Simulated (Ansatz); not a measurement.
Voigt–Reuss–Hill shear modulus (GPa) of solids drawn from the class of silicides and borides, at two levels: PBE (PAW; Ansatz, an electronic-structure program), and r²SCAN in Ansatz (PAW).

```
solid           PBE  r²SCAN
--------------  ---  ------
AlB2-type HfB2  242     253
CaB6-type LaB6  129     140
AlB2-type TiB2  257       ?
AlB2-type ZrB2  232     239
AlB2-type MgB2  120     130
A15 Mo3Si       130     141
```

Estimate the withheld r²SCAN value from the other rows.

One way: carry over the typical ratio. The ratios r²SCAN / PBE of the other rows, in order: 1.030, 1.045, 1.083, 1.085, 1.085; median 1.083. AlB2-type TiB2: 257 × 1.083 = 278 GPa; the run gives 268 GPa. The ratios spread from 1.030 to 1.085, so such an estimate is rough.

Of 6 rows, r²SCAN is the larger in 6 and the smaller in 0.

Ansatz's runs of these crystals have no spin polarisation.

Spin–orbit coupling is left out, also for the solids with elements from indium on (AlB2-type HfB2, CaB6-type LaB6); its size isn't shown.

Each level is taken at its own relaxed cell. Ansatz's density-functional and Hartree–Fock values are scalar-relativistic unless marked +SOC, with PAW data made under PBE.
